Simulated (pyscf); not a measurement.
A first-order saddle from PySCF, ωB97X-D3(BJ)/def2-SVP:

```
Zn
H 1 1.7284
H 2 1.1144 1 77.29
S 3 1.6520 2 154.78 1 1.65
H 4 1.3496 3 91.85 2 89.21
S 1 2.1709 2 143.33 3 -178.58
H 6 1.3488 1 93.18 2 -179.03
```
Charge 0, spin multiplicity 1.

Surface: singlet, charge 0. Lowest wavenumbers (cm⁻¹): 1284i, 98, 134, 219, 291.

**Question.** What reaction is this the transition state of?

**Answer.** `[SH][Zn][SH]` + `[H][H]` ⇌ `[SH2]` + `[SH][ZnH]`, a four-centre exchange read from left to right: S–Zn, H–H broken and H–S, H–Zn formed. At ωB97M-D3(BJ)/def2-TZVP it lies +1.48 eV from the left side and +0.77 eV from the right (each side as separated species at their lowest minima found). On the product side the descent ends in a complex, 0.35 eV under the separated species and 0.98 eV under the saddle at ωB97X-D3(BJ)/def2-TZVP. This is the saddle that the search found; another between the same sides may lie lower. Elements up to Kr have no core potential and no relativistic terms here.
